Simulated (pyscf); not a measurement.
Single points on ωB97X-D3(BJ)/def2-SVP structures (PySCF, gas phase). MP2 and CC: frozen core, UHF for open shells. ΔMP2 is the change of the MP2 total energy from the triple- to the quadruple-zeta basis.

Problem. List the bond dissociation enthalpies at 298 K of HO–SnH₃ from CCSD(T)/def2-TZVPP + ΔMP2(QZVPP), from the weakest bond up.

Solution. H–Sn to HO–SnH₂• + H•: 316.9 kJ/mol; O–Sn to OH• + SnH₃•: 384.5 kJ/mol; H–O to •O–SnH₃ + H•: 491.7 kJ/mol. Ring and multiple bonds, and those that leave no two simple radicals, are not listed. •O–SnH₃ lies 179.6 kJ/mol over its isomer HO–SnH₂•, and others may lie lower still (electronic energy, ωB97M-D3(BJ)). Other isomers of HO–SnH₂• were not searched in full and may lie lower. The CCSD(T) − MP2 part came from Ansatz, without density fitting, on the same reference. The frozen core leaves the outer d or s,p core shells of the metals and heavy elements correlated in the MP2 and CC values, and def2-TZVPP describes them poorly, which can shift differences by a few kcal/mol. Left out: the spin-orbit lowering of OH. Elements past Kr carry the def2 core potentials, without spin-orbit coupling.
